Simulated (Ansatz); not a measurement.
Two shapes of singlet BH₃.

Shape 1:

```xyz
4

B    -0.0327   -0.0105    0.0363
H     1.2172    0.0195   -0.0448
H    -0.5711    1.0270   -0.0339
H    -0.6064   -1.0033   -0.0276
```

Shape 2:

```xyz
4

B     0.0000    0.0000    0.0000
H     1.1100    0.0000    0.0000
H    -0.5550    0.9613    0.0000
H    -0.5550   -0.9613    0.0000
```

Basis set: cc-pVDZ (spherical functions). Frozen core: 1 orbital. Charge 0, multiplicity 1.

Computed with Ansatz (development build ahead of 0.2.0); each method stands on the lowest determinant of its kind that the runs found.

Which shape is lower in energy, and by how much in each method?

```tsv
method	E(2) − E(1) (eV)
RHF	0.234
RHF-MP2	0.268
```

Shape 1 is lower.
